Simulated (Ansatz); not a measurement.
A nudged elastic band was laid between two geometries of Al₂H₄ (6 atoms, charge 0, multiplicity 1).

These are results of RKS BLYP/6-31G* (Ansatz), not measurements.

| Property | Result |
| --- | --- |
| movable images | 7 |
| climbing image | yes |
| spring | 5.0 eV/Å² |
| optimiser | lbfgs |
| start path | IDPP |
| force threshold | 0.05 eV/Å |
| iteration limit | 60 |
| end points | relaxed |
| largest step | 0.5 Å |

Initial state:

```xyz
6
Properties=species:S:1:pos:R:3
Al -0.673 -1.114 -0.124
Al 0.687 1.093 0.109
H -2.251 -1.118 -0.444
H 0.007 -2.564 0.039
H 1.405 1.797 -1.149
H 0.867 1.843 1.522
```

Final state:

```xyz
6
Properties=species:S:1:pos:R:3
Al -0.672 -1.115 -0.127
Al 0.686 1.093 0.112
H -0.873 -1.851 -1.544
H -1.370 -1.833 1.134
H 0.001 2.543 -0.028
H 2.269 1.099 0.406
```

(1) Which bonds break or form, and what moves?

(2) What energy profile does the band end with?

(3) What is the geometry of the highest image?

Results:

(1) No bond is made or broken. The dihedral H4–Al1–Al2–H6 goes from -90 to 90°. The two ends are copies of one structure, up to a mirror image or an exchange of like atoms.

(2) It converged. The highest image is number 4 of 0 to 8, 2.1 kcal/mol above the ends, which have the same energy within 2 meV. Another band between the same ends (7 images) ends at a top of the same energy, where a vibrational analysis finds 1 clearly imaginary mode.

| image | path coordinate (Å) | energy (kcal/mol) | dihedral H4–Al1–Al2–H6 (°) |
| --- | --- | --- | --- |
| 0 | 0.00 | 0.0 | -90 |
| 1 | 0.53 | 0.3 | -67 |
| 2 | 1.07 | 1.0 | -45 |
| 3 | 1.60 | 1.8 | -23 |
| 4 | 2.13 | 2.1 | 0 |
| 5 | 2.67 | 1.8 | 22 |
| 6 | 3.20 | 1.0 | 45 |
| 7 | 3.73 | 0.3 | 67 |
| 8 | 4.26 | 0.0 | 90 |

(3) 
```xyz
6
Properties=species:S:1:pos:R:3:forces:R:3
Al -0.683 -1.129 -0.127 0.00 0.01 0.00
Al 0.697 1.108 0.112 0.00 -0.01 0.00
H -1.739 -1.363 -1.318 0.00 0.00 0.00
H -0.524 -2.350 0.907 0.00 0.01 0.00
H 0.538 2.329 -0.923 0.00 -0.01 0.00
H 1.753 1.342 1.302 -0.01 0.00 0.00
```

Time of the run: 110 s on 1 thread of Intel(R) Xeon(R) Processor @ 2.50GHz (Skylake/Cascade Lake), on a shared host, peak memory 0.11 GiB.
